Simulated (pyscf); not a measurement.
One atom transfer on the doublet surface with elements of a group swapped. ωB97M-D3(BJ)/def2-TZVP, eV, from the separated reactants. Single points on ωB97X-D3(BJ)/def2-SVP structures (PySCF, gas phase).

```
step                                      barrier  reaction energy  imaginary mode (i cm⁻¹)
----------------------------------------  -------  ---------------  -----------------------
[H₂N–Al–Cl]• + HCl -> H₂N–Al(Cl)–Cl + H•     0.41            -0.69                     1031
[H₂N–Ga–Cl]• + HCl → H₂N–Ga(Cl)–Cl + H•         …                …                      982
```

**Question.** Complete the blanks.

**Answer.** 
- [H₂N–Ga–Cl]• + HCl → H₂N–Ga(Cl)–Cl + H•, barrier: 0.79
- [H₂N–Ga–Cl]• + HCl → H₂N–Ga(Cl)–Cl + H•, reaction energy: +0.12

Row 1: On the reactant side the descent ends in a complex, 0.23 eV under the separated species and 0.65 eV under the saddle at ωB97X-D3(BJ)/def2-TZVP. Each row is the saddle that its search found. Elements up to Kr have no core potential and no relativistic terms here.
